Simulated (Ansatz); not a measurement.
# Sr2CuO3: computed properties

Method: DFT PBEsol, scalar-relativistic, plane waves, PAW in Ansatz 0.2.0.

Cutoff 420 eV; k points 14×14×14 on the computed 6-atom cell (Γ-centred); Gaussian smearing, width 0.10 eV; no spin polarisation.

The structure is relaxed at this level of theory with its symmetry kept. Whether it is the stable form of this composition wasn't checked.

```xyz
6
Lattice="-1.7435 1.9556 6.2389 1.7435 -1.9556 6.2389 1.7435 1.9556 -6.2389" Properties=species:S:1:pos:R:3 pbc="T T T"
Sr    1.7435    0.0000    1.8318
Sr    0.0000    1.9556    4.4071
Cu    0.0000    1.9556    0.0000
O     1.7435    0.0000    4.3107
O     0.0000    1.9556    1.9282
O     0.0000    0.0000    0.0000
```

```json
{"Space group": "Immm (No. 71)", "Volume per atom": "14.18 Å³", "Formation energy from the elements' standard states (uncorrected)": "-2.164 eV/atom", "Kohn–Sham band gap": "none (metal)", "Density of states at the Fermi level": "0.70 states/eV per cell", "Löwdin character within 0.5 eV of the Fermi level": "O 2p 49 %, Cu 3d 43 %", "Bulk modulus": "105 GPa", "Its pressure derivative": "4.5", "Bader charges (e)": "Sr (2 in the cell) 1.50, Cu (1 in the cell) 0.82, O (2 in the cell) -1.31, O (1 in the cell) -1.21"}
```

Spin polarisation was left out, and a magnetic state may lie lower.

A ferromagnetic start lost its moments in a first run, so spin was left out; other magnetic orders weren't tried.